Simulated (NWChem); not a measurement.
System: H, doublet

Output (shortened):

```
             Northwest Computational Chemistry Package (NWChem) 7.3.0
             --------------------------------------------------------

                             Geometry "geometry" -> ""
                             -------------------------

 Output coordinates in angstroms (scale by  1.889725989 to convert to a.u.)

  No.       Tag          Charge          X              Y              Z
 ---- ---------------- ---------- -------------- -------------- --------------
    1 H                    1.0000     0.00000000     0.00000000     0.00000000

 Effective nuclear repulsion energy (a.u.)       0.0000000000

                                 NWChem DFT Module
                                 -----------------

 Summary of "ao basis" -> "ao basis" (spherical)
 ------------------------------------------------------------------------------
       Tag                 Description            Shells   Functions and Types
 ---------------- ------------------------------  ------  ---------------------
 H                         def2-tzvpp                6       14   3s2p1d

            General Information
            -------------------
          SCF calculation type: DFT
          Wavefunction type:  spin polarized.
          No. of atoms     :     1
          No. of electrons :     1
           Alpha electrons :     1
            Beta electrons :     0
          Charge           :     0
          Spin multiplicity:     2
          Use of symmetry is: off; symmetry adaption is: off
          Maximum number of iterations: 150
          AO basis - number of functions:    14
                     number of shells:     6
          Convergence on energy requested:  1.00D-06
          Convergence on density requested:  1.00D-05
          Convergence on gradient requested:  5.00D-04

              XC Information
              --------------
                         PBE0 Method XC Functional
                     Hartree-Fock (Exact) Exchange  0.250
          PerdewBurkeErnzerhof Exchange Functional  0.750
            Perdew 1991 LDA Correlation Functional  1.000 local
           PerdewBurkeErnz. Correlation Functional  1.000 non-local

             Grid Information
             ----------------
          Grid used for XC integration:  medium
          Radial quadrature: Mura-Knowles
          Angular quadrature: Lebedev.
          Tag              B.-S. Rad. Rad. Pts. Rad. Cut. Ang. Pts.
          ---              ---------- --------- --------- ---------
          H                   0.35       45           5.0       434
          Grid pruning is: on
          Number of quadrature shells:    45
          Spatial weights used:  Erf1

      Superposition of Atomic Density Guess
      -------------------------------------

 Sum of atomic energies:          -0.49980920

      Non-variational initial energy
      ------------------------------

 Total energy =      -0.499810
 1-e energy   =      -0.499810
 2-e energy   =       0.000000
 HOMO         =      -0.499810
 LUMO         =       0.027081

     ---------------------------------------------
      Total Density - Mulliken Population Analysis
     ---------------------------------------------

    Atom       Charge   Shell Charges
 -----------   ------   -------------------------------------------------------
    1 H    1     1.00   0.17  0.49  0.34 -0.00  0.00  0.00

     --------------------------------------------
      Spin Density - Mulliken Population Analysis
     --------------------------------------------

    Atom       Charge   Shell Charges
 -----------   ------   -------------------------------------------------------
    1 H    1     1.00   0.17  0.49  0.34 -0.00  0.00  0.00

   convergence    iter        energy       DeltaE   RMS-Dens  Diis-err
 ---------------- ----- ----------------- --------- --------- ---------
 d= 0,ls=0.0,diis     1     -0.5008449065 -5.01D-01  2.49D-03  5.40D-04
                                                     0.00D+00  0.00D+00
 d= 0,ls=0.0,diis     2     -0.5010344252 -1.90D-04  2.53D-04  6.54D-06
                                                     0.00D+00  0.00D+00
 d= 0,ls=0.0,diis     3     -0.5010362909 -1.87D-06  3.36D-06  4.53D-10
                                                     0.00D+00  0.00D+00
 d= 0,ls=0.0,diis     4     -0.5010362913 -3.83D-10  1.69D-09  1.42D-15
                                                     0.00D+00  0.00D+00

         Total DFT energy =       -0.501036291282
      One electron energy =       -0.499609717710
           Coulomb energy =        0.309573736230
    Exchange-Corr. energy =       -0.311000309803
 Nuclear repulsion energy =        0.000000000000

 Numeric. integr. density =        0.999999951472

                    DFT Final Alpha Molecular Orbital Analysis
                    ------------------------------------------

 Vector    1  Occ=1.000000D+00  E=-3.347230D-01
              MO Center=  5.3D-16,  2.0D-15,  8.1D-16, r^2= 8.6D-01
   Bfn.  Coefficient  Atom+Function         Bfn.  Coefficient  Atom+Function
  ----- ------------  ---------------      ----- ------------  ---------------
     2      0.473570  1 H  s                  3      0.411152  1 H  s
     1      0.245319  1 H  s

 Vector    2  Occ=0.000000D+00  E= 2.502845D-01
              MO Center=  4.9D-15,  5.4D-15,  1.5D-15, r^2= 2.8D+00
   Bfn.  Coefficient  Atom+Function         Bfn.  Coefficient  Atom+Function
  ----- ------------  ---------------      ----- ------------  ---------------
     3      1.532236  1 H  s                  2     -1.281433  1 H  s
     1     -0.133912  1 H  s

[...]

                         DFT ENERGY GRADIENTS

    atom               coordinates                        gradient
                 x          y          z           x          y          z
   1 H       0.000000   0.000000   0.000000    0.000000   0.000000  -0.000000
```

Level: PBE0/def2-TZVPP, spin-unrestricted. No stability test was run on the SCF state.

Question: Which NWChem input produces such a log?

Answer: This is not unique; one that fits is the input that was run:
```
start job
memory heap 200 mb stack 900 mb global 1100 mb
geometry units angstroms noautoz
  H      0.000000     0.000000     0.000000
end
basis spherical
  * library def2-tzvpp
end
dft
  odft
  mult 2
  xc pbe0
  iterations 150
  mulliken
end
task dft gradient
```
